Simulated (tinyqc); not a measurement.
Extended Hueckel theory, for SiH3, step by step. One step of it, computed by the program tinyqc.

Question. Orbitals. Solve H C = S C e through S^(-1/2); fill by pairs from the bottom, a degenerate level sharing its electrons equally; each orbital has its largest coefficient positive (the first on a tie).

H (eV), lower triangle:
```
             1Si 3s     1Si 3px    1Si 3py    1Si 3pz       2H 1s       3H 1s       4H 1s
1Si 3s   -17.300000
1Si 3px    0.000000   -9.200000
1Si 3py    0.000000    0.000000  -9.200000
1Si 3pz    0.000000    0.000000   0.000000  -9.200000
2H 1s    -11.312629  -10.628431   0.000000   0.237789  -13.600000
3H 1s    -11.317970    5.314419  -9.208294   0.237959   -0.914630  -13.600000
4H 1s    -11.317970    5.314419   9.208294   0.237959   -0.914630   -0.914878  -13.600000
```

overlap S, lower triangle:
```
           1Si 3s    1Si 3px    1Si 3py    1Si 3pz     2H 1s     3H 1s     4H 1s
1Si 3s   1.000000
1Si 3px  0.000000   1.000000
1Si 3py  0.000000   0.000000   1.000000
1Si 3pz  0.000000   0.000000   0.000000   1.000000
2H 1s    0.415041   0.521956   0.000000  -0.011678  1.000000
3H 1s    0.415237  -0.260988   0.452214  -0.011686  0.038430  1.000000
4H 1s    0.415237  -0.260988  -0.452214  -0.011686  0.038430  0.038440  1.000000
```

valence electrons = 7

Give: orbital energies; occupations; coefficients; sum of one-electron energies.

Answer.

orbital energies (eV): -20.6363  -15.1426  -15.1419  -9.2033  6.2999  6.3201  10.1807

occupations: 2.0000  2.0000  2.0000  1.0000  0.0000  0.0000  0.0000

coefficients:
```
            MO1      MO2      MO3      MO4      MO5      MO6      MO7
1Si 3s   0.6279   0.0000   0.0000   0.0237   0.0024   0.0000   1.2368
1Si 3px  0.0000   0.0000   0.3976   0.0000   1.2574   0.0000  -0.0028
1Si 3py  0.0000   0.3977   0.0000   0.0000   0.0000   1.2578   0.0000
1Si 3pz  0.0002   0.0000   0.0000   0.9996  -0.0001   0.0000  -0.0403
2H 1s    0.2540   0.0000   0.5781  -0.0085  -0.9351   0.0000  -0.7267
3H 1s    0.2541   0.5005  -0.2889  -0.0085   0.4653  -0.8089  -0.7300
4H 1s    0.2541  -0.5005  -0.2889  -0.0085   0.4653   0.8089  -0.7300
```

sum of one-electron energies = -111.0450 eV
